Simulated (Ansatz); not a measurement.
We consider In₂O₃ (Ia-3, No. 206), described by PBE in Ansatz (plane waves, PAW).

Settings: plane-wave cutoff 500 eV, 6×6×6 k mesh, Fermi–Dirac smearing 0.05 eV, scalar-relativistic PAW data made under PBE.

Cell (relaxed at this level):

```yaml
crystal:
  lattice:
    - [-5.14384, 5.14384, 5.14384]
    - [5.14384, -5.14384, 5.14384]
    - [5.14384, 5.14384, -5.14384]
  atoms:
    - { symbol: In, position: [0.28377, 0.53377, 0.75000] }
    - { symbol: In, position: [0.71623, 0.46623, 0.25000] }
    - { symbol: In, position: [0.21623, 0.96623, 0.25000] }
    - { symbol: In, position: [0.78377, 0.03377, 0.75000] }
    - { symbol: In, position: [0.75000, 0.28377, 0.53377] }
    - { symbol: In, position: [0.25000, 0.71623, 0.46623] }
    - { symbol: In, position: [0.25000, 0.21623, 0.96623] }
    - { symbol: In, position: [0.75000, 0.78377, 0.03377] }
    - { symbol: In, position: [0.53377, 0.75000, 0.28377] }
    - { symbol: In, position: [0.46623, 0.25000, 0.71623] }
    - { symbol: In, position: [0.96623, 0.25000, 0.21623] }
    - { symbol: In, position: [0.03377, 0.75000, 0.78377] }
    - { symbol: In, position: [0.00000, 0.50000, 0.00000] }
    - { symbol: In, position: [0.00000, 0.00000, 0.50000] }
    - { symbol: In, position: [0.50000, 0.50000, 0.50000] }
    - { symbol: In, position: [0.50000, 0.00000, 0.00000] }
    - { symbol: O, position: [0.53684, 0.77214, 0.54429] }
    - { symbol: O, position: [0.46316, 0.22786, 0.45571] }
    - { symbol: O, position: [0.72786, 0.99255, 0.95571] }
    - { symbol: O, position: [0.27214, 0.00745, 0.04429] }
    - { symbol: O, position: [0.96316, 0.50745, 0.23531] }
    - { symbol: O, position: [0.03684, 0.49255, 0.76469] }
    - { symbol: O, position: [0.77214, 0.72786, 0.26469] }
    - { symbol: O, position: [0.22786, 0.27214, 0.73531] }
    - { symbol: O, position: [0.54429, 0.53684, 0.77214] }
    - { symbol: O, position: [0.45571, 0.46316, 0.22786] }
    - { symbol: O, position: [0.95571, 0.72786, 0.99255] }
    - { symbol: O, position: [0.04429, 0.27214, 0.00745] }
    - { symbol: O, position: [0.23531, 0.96316, 0.50745] }
    - { symbol: O, position: [0.76469, 0.03684, 0.49255] }
    - { symbol: O, position: [0.26469, 0.77214, 0.72786] }
    - { symbol: O, position: [0.73531, 0.22786, 0.27214] }
    - { symbol: O, position: [0.77214, 0.54429, 0.53684] }
    - { symbol: O, position: [0.22786, 0.45571, 0.46316] }
    - { symbol: O, position: [0.99255, 0.95571, 0.72786] }
    - { symbol: O, position: [0.00745, 0.04429, 0.27214] }
    - { symbol: O, position: [0.50745, 0.23531, 0.96316] }
    - { symbol: O, position: [0.49255, 0.76469, 0.03684] }
    - { symbol: O, position: [0.72786, 0.26469, 0.77214] }
    - { symbol: O, position: [0.27214, 0.73531, 0.22786] }
```

Task: Predict the band gap.

Result: 
- band gap: 0.94 eV (on the SCF k mesh)

Measured, for comparison: band gap 2.93 ± 0.1 eV (room temperature, not corrected to a static lattice; as tabulated in King et al. (2009), doi:10.1103/physrevb.79.205211).

Note: the relaxation could not lower the start's symmetry, so the cell can be a saddle point above a distorted one; the volume lies 5 % above that of the published cell.

Spin–orbit coupling is not included.

The computed numbers hold no vibrational or temperature effects.

Ansatz is an electronic-structure program.
